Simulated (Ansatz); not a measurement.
Ansatz (a program for electronic structure) input (B3LYP/cc-pVTZ):

Ansatz 0.2 input:
```yaml
crystal:
  periodic: [false, false, false]
  atoms:
    - {symbol: C, position_ang: [0.00913574, 0.00173503, -1.20562697]}
    - {symbol: C, position_ang: [-0.00077797, -0.00014775, 0.10266711]}
    - {symbol: H, position_ang: [0.02818759, 0.94008178, -1.73766571]}
    - {symbol: H, position_ang: [-0.00183081, -0.93507619, -1.74059173]}
    - {symbol: O, position_ang: [-0.00956292, -0.00181616, 1.26200208]}
basis:
  gaussian:
    orbitals: cc-pVTZ
hamiltonian:
  xc: {name: B3LYP}
magnetization: {spin_polarized: false}
```

Output:

```
Functional definition: B3LYP
integrals: 0.02 GiB planned
615 factors; their error is unknown
mean field: 0.32 GiB planned
mean field evaluation 1: about -4148.9123 eV, gradient 5.2e1 eV
mean field evaluation 2: about -4146.9771 eV, gradient 5.9e1 eV
mean field evaluation 4: about -4154.1701 eV, gradient 3.8e0 eV
mean field evaluation 8: about -4154.1958 eV, gradient 1.7e-1 eV
mean field -4154.19586221 eV, -152.6638821210 hartree, gradient 5.7e-5 eV, S^2 0.000000; 0 other end points of the search recorded, 0 dependent functions left out
reference -4154.19602850 eV, -152.6638882321 hartree; 11, 11 occupied and 107, 107 virtual orbitals, 615 factors
Total energy: -4154.19602850 eV, -152.6638882321 hartree
```
